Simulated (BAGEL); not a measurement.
**HF/6-31G(d) (density fitting with qzvpp-jkfit, spherical functions) run of C3H2ClF (SMILES FC1=CC1Cl)**

What is the vertical singlet–triplet gap of C3H2ClF at HF/6-31G* (density fitting with qzvpp-jkfit, spherical functions)? 

The calculation is run with BAGEL 1.2.2.

## (1) The molecule

The species is C3H2ClF (7 atoms), meant as a singlet with charge 0. SMILES: `FC1=CC1Cl`. The coordinates come from a PBE0-D4/def2-TZVP relaxation.

Bond lengths: F1–C2 1.299 Å, C2–C3 1.288 Å, C2–C4 1.439 Å, C3–C4 1.503 Å, C4–Cl5 1.797 Å, C3–H6 1.075 Å, C4–H7 1.086 Å. Some angles: F1–C2–C3 149.0°, F1–C2–C4 144.3°, C3–C2–C4 66.6°, C2–C3–C4 61.5°, C2–C4–C3 51.9°, C2–C4–Cl5 120.4°, C3–C4–Cl5 119.9°, C2–C3–H6 154.3°, C4–C3–H6 144.1°, C2–C4–H7 124.6°.

## (2) A single-point energy at HF/6-31G(d) (density fitting with qzvpp-jkfit, spherical functions)

The input, job.json:

```json
{ "bagel": [

{
  "title": "molecule",
  "basis": "6-31gs.json",
  "df_basis": "qzvpp-jkfit",
  "angstrom": true,
  "geometry": [
    { "atom": "F", "xyz": [       0.416000,      -2.094500,      -0.334400 ] },
    { "atom": "C", "xyz": [       0.254800,      -0.851400,       0.006900 ] },
    { "atom": "C", "xyz": [       0.154700,       0.033300,       0.937200 ] },
    { "atom": "C", "xyz": [       0.000700,       0.474100,      -0.491600 ] },
    { "atom": "Cl", "xyz": [      -1.623600,       0.912000,      -1.122900 ] },
    { "atom": "H", "xyz": [       0.123900,       0.365700,       1.959300 ] },
    { "atom": "H", "xyz": [       0.734800,       1.092800,      -1.000200 ] }
  ]
},

{ "title": "hf", "charge": 0 },

{ "title": "print", "file": "orbitals.molden", "orbitals": true }

]}
```

The basis set 6-31G* is read from a file made from the Basis Set Exchange's data (not shown).

Run with:

```console
BAGEL_NUM_THREADS=1 BAGEL job.json > job.out
```

Output:

```text
* using 1 threads per process

  ===============================================================
  ===============================================================

  *** Geometry ***

  { "atom" : "F", "xyz" : [      0.786126,     -3.958031,     -0.631924 ] },
  { "atom" : "C", "xyz" : [      0.481502,     -1.608913,      0.013039 ] },
  { "atom" : "C", "xyz" : [      0.292341,      0.062928,      1.771051 ] },
  { "atom" : "C", "xyz" : [      0.001323,      0.895919,     -0.928989 ] },
  { "atom" : "Cl", "xyz" : [     -3.068159,      1.723430,     -2.121973 ] },
  { "atom" : "H", "xyz" : [      0.234137,      0.691073,      3.702540 ] },
  { "atom" : "H", "xyz" : [      1.388571,      2.065093,     -1.890104 ] },

  Number of auxiliary basis functions:      466

  Since a DF basis is specified, we compute 2- and 3-index integrals:
    o Being stored without compression. Storage requirement is 0.023 GB

  Number of basis functions:       78
  Number of electrons      :       46

    * METHOD: MOLECULE                             0.18

  *** RHF ***

  === Nuclear Repulsion ===
   195.7062309754

      * DIIS with orbital gradients will be used.

  === RHF iteration (6-31gs.json) ===
      0       -673.45366625          0.01453718           0.05
      1       -673.54337506          0.00772009           0.05
      2       -673.56641898          0.00189326           0.05
      3       -673.56863918          0.00039977           0.04
      4       -673.56877838          0.00012994           0.05
      5       -673.56879771          0.00004591           0.05
      6       -673.56879957          0.00002185           0.05
      7       -673.56879996          0.00000638           0.05
      8       -673.56880001          0.00000332           0.04
      9       -673.56880002          0.00000150           0.04
     10       -673.56880002          0.00000057           0.04
     11       -673.56880002          0.00000023           0.04
     12       -673.56880002          0.00000011           0.05
     13       -673.56880002          0.00000004           0.05
     14       -673.56880002          0.00000002           0.05
     15       -673.56880002          0.00000001           0.05
    * SCF iteration converged.

    * Permanent dipole moment:
           (   -0.778049,    -0.068693,    -0.695920) a.u.

    * METHOD: HF                                   0.85

    * METHOD: PRINT                                0.01

  ===============================================================
```

Run time: 1.2 s. Hardware: 1 thread of Arm Neoverse V2, shared host.

## (3) The triplet at the same level

The input, job.json:

```json
{ "bagel" : [

{
  "title" : "molecule",
  "basis" : "6-31gs.json",
  "df_basis" : "qzvpp-jkfit",
  "angstrom" : true,
  "geometry" : [
    { "atom" : "F", "xyz" : [    0.416000,   -2.094500,   -0.334400 ] },
    { "atom" : "C", "xyz" : [    0.254800,   -0.851400,    0.006900 ] },
    { "atom" : "C", "xyz" : [    0.154700,    0.033300,    0.937200 ] },
    { "atom" : "C", "xyz" : [    0.000700,    0.474100,   -0.491600 ] },
    { "atom" : "Cl", "xyz" : [   -1.623600,    0.912000,   -1.122900 ] },
    { "atom" : "H", "xyz" : [    0.123900,    0.365700,    1.959300 ] },
    { "atom" : "H", "xyz" : [    0.734800,    1.092800,   -1.000200 ] }
  ]
},
{
  "title" : "uhf",
  "nopen" : 2
},
{
  "title" : "print",
  "file" : "orbitals.molden",
  "orbitals" : true
}

]}
```

The basis set 6-31G* is read from a file made from the Basis Set Exchange's data (not shown).

Run with:

```console
BAGEL_NUM_THREADS=1 BAGEL job.json > job.out
```

Output:

```text
* using 1 threads per process

  ===============================================================
  ===============================================================

  *** Geometry ***

  { "atom" : "F", "xyz" : [      0.786126,     -3.958031,     -0.631924 ] },
  { "atom" : "C", "xyz" : [      0.481502,     -1.608913,      0.013039 ] },
  { "atom" : "C", "xyz" : [      0.292341,      0.062928,      1.771051 ] },
  { "atom" : "C", "xyz" : [      0.001323,      0.895919,     -0.928989 ] },
  { "atom" : "Cl", "xyz" : [     -3.068159,      1.723430,     -2.121973 ] },
  { "atom" : "H", "xyz" : [      0.234137,      0.691073,      3.702540 ] },
  { "atom" : "H", "xyz" : [      1.388571,      2.065093,     -1.890104 ] },

  Number of auxiliary basis functions:      466

  Since a DF basis is specified, we compute 2- and 3-index integrals:
    o Being stored without compression. Storage requirement is 0.023 GB

  Number of basis functions:       78
  Number of electrons      :       46

    * METHOD: MOLECULE                             0.18

  *** Open-shell HF ***

  === Nuclear Repulsion ===
   195.7062309754

      * DIIS with orbital gradients will be used.

  === UHF iteration (6-31gs.json) ===
      0       -673.21912960          0.02881688           0.09
      1       -673.33718277          0.01693867           0.09
      2       -673.37761810          0.01005347           0.09
      3       -673.39732303          0.00309055           0.09
      4       -673.41013598          0.00132739           0.09
      5       -673.41325047          0.00064880           0.09
      6       -673.41402562          0.00026393           0.09
      7       -673.41414371          0.00014510           0.09
      8       -673.41418262          0.00006225           0.09
      9       -673.41418813          0.00002984           0.09
     10       -673.41418915          0.00001268           0.09
     11       -673.41418943          0.00000543           0.09
     12       -673.41418951          0.00000331           0.09
     13       -673.41418955          0.00000191           0.09
     14       -673.41418956          0.00000113           0.09
     15       -673.41418956          0.00000064           0.09
     16       -673.41418956          0.00000033           0.09
     17       -673.41418956          0.00000019           0.09
     18       -673.41418956          0.00000010           0.09
     19       -673.41418956          0.00000005           0.09
     20       -673.41418956          0.00000003           0.09
     21       -673.41418956          0.00000002           0.09
     22       -673.41418956          0.00000001           0.09
     23       -673.41418956          0.00000001           0.09
    * SCF iteration converged.

    * S^2 (UHF) is 2.0397

    * Permanent dipole moment:
           (   -0.585464,    -0.309464,    -0.510448) a.u.

    * METHOD: UHF                                  2.32

    * METHOD: PRINT                                0.01

  ===============================================================
```

Wall time 2.6 s (1 thread of Arm Neoverse V2, shared host).

## (4) What came out

Level: HF/6-31G* (density fitting with qzvpp-jkfit, spherical functions).

```
                                        quantity          value
                           singlet: total energy  -673.56880 Eh
                          singlet: dipole moment         2.66 D
                            singlet: HOMO energy      -10.69 eV
                            singlet: LUMO energy        4.52 eV
                          singlet: HOMO–LUMO gap       15.21 eV
                           triplet: total energy  -673.41419 Eh
                          triplet: dipole moment         2.13 D
                                   triplet: ⟨S²⟩          2.040
vertical energy of the triplet above the singlet       4.207 eV
```

At this shape the triplet lies 4.21 eV (97 kcal/mol) above the singlet.
